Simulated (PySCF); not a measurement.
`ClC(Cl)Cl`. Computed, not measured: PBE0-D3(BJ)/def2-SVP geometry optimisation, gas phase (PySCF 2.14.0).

```
atom  x, y, z in Å
Cl1   -0.0139    1.3744   -1.0621
C2     0.0896   -0.0588   -0.0373
Cl3    0.2720    0.3810    1.6633
Cl4   -1.3028   -1.1188   -0.2765
H5     0.9847   -0.6152   -0.3339
```

What is the repulsion energy of the bare nuclei, Σ ZA·ZB/RAB?

263.54 Eh over 10 pairs, with full nuclear charges and distances in bohr; the largest single term is 52.48 Eh (Cl3 with Cl4, or a pair equal to it).

What is the longest distance between nuclei?

Cl1···Cl3, Cl1···Cl4 and Cl3···Cl4, 2.915 Å down to 2.914 Å.

How far are the heavy atoms from their best plane (unweighted least squares)?

0.232 Å rms; Cl1 0.13, C2 0.40, Cl3 0.13, Cl4 0.13 Å (magnitudes).

What are the angles Cl1–C2–H5, Cl3–C2–Cl4, Cl4–C2–H5, Cl1–C2–Cl3, Cl3–C2–H5, Cl1–C2–Cl4?

From the scalar product of the two bond vectors; for Cl1–C2–H5 it is -0.5861 Å² over 1.7649 × 1.0949 Å², cos θ = -0.3033. Cl1–C2–H5 107.7°; Cl3–C2–Cl4 111.2°; Cl4–C2–H5 107.6°; Cl1–C2–Cl3 111.3°; Cl3–C2–H5 107.6°; Cl1–C2–Cl4 111.3°.

Write the matrix of distances between heavy atoms (Å, lower triangle).

```
Cl1   0.000
C2    1.765  0.000
Cl3   2.915  1.766  0.000
Cl4   2.915  1.766  2.914  0.000
```

No frequency check.

The run took 12 s of wall time on one thread of an Arm Neoverse V1, shared host, and the process peaked at 0.32 GiB of memory. These figures are those of the optimisation.
